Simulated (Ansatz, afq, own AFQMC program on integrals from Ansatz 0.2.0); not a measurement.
**AlPH, doublet: AFQMC among the cluster methods**

```yaml
atoms:
  - { symbol: Al, position_ang: [0.0000, 0.0000, 0.2602] }
  - { symbol: P, position_ang: [0.0000, 0.0000, -2.1018] }
  - { symbol: H, position_ang: [0.0000, 0.0000, 1.8416] }
```

Connectivity, by distances: AlH–P.

Basis 6-31G. Only valence electrons are correlated. Integrals, coupled cluster, full CI and functionals: Ansatz 0.2.0; the random walks run on the same integrals in our own AFQMC program. ph-AFQMC/CISD is guided by a CISD state made of CCSD amplitudes; releasing the constraint for a short imaginary time cuts its bias at the price of noise, slowly where states lie close. Uncertainties: one standard error, sampling alone.

Determinant: ROHF, the one that the program's search chose, which needn't be the lowest solution. The geometry is a point of a scan.

Full CI on the same integrals is exact in this basis and with this determinant's frozen core.

Cautions: a spin-contaminated unrestricted determinant lies lower (UHF 167 meV lower, ⟨S²⟩ 1.29); strong correlation (T1 0.052, weight of the determinant 0.85, largest double 0.13); the released energies move by 1.5 errors or more from one time to the next, so no released level is given (meV from the phaseless value at times in 1/Eh: -3.2 ± 2.4 at 0.24, -6 ± 3 at 0.51, -9 ± 3 at 0.99, -2 ± 6 at 1.62, -12.0 ± 2.3 at 2.40).

- T1 diagnostic: 0.0523
- weight of the determinant in the CISD state: 0.853
- size of the correlated space: 9 electrons in 18 orbitals

Reference: full CI, correlation energy -2.921 eV.

```json
{"level": "HF", "E − E(reference) (mEh)": "107.35", "share of correlation (%)": "0.00"}
{"level": "MP2", "E − E(reference) (mEh)": "28.22", "share of correlation (%)": "73.72"}
{"level": "CCSD", "E − E(reference) (mEh)": "6.25", "share of correlation (%)": "94.17"}
{"level": "CCSD(T)", "E − E(reference) (mEh)": "1.65", "share of correlation (%)": "98.46"}
{"level": "CCSDT", "E − E(reference) (mEh)": "0.22", "share of correlation (%)": "99.79"}
{"level": "CCSDT(Q)", "E − E(reference) (mEh)": "0.10", "share of correlation (%)": "99.91"}
{"level": "CCSDTQ", "E − E(reference) (mEh)": "-0.01", "share of correlation (%)": "100.01"}
{"level": "ph-AFQMC/CISD", "E − E(reference) (mEh)": "0.83 ± 0.12", "share of correlation (%)": "99.23"}
```

CCSDT and higher add their correlation energy to the determinant of the CCSD(T) run, since their own runs factorise the integrals more tightly (a shift of under 2 meV). A walk keeps the symmetry of its determinant, which the program's search chose and which needn't be the lowest solution, so a lower state of the same spin and another symmetry isn't excluded.
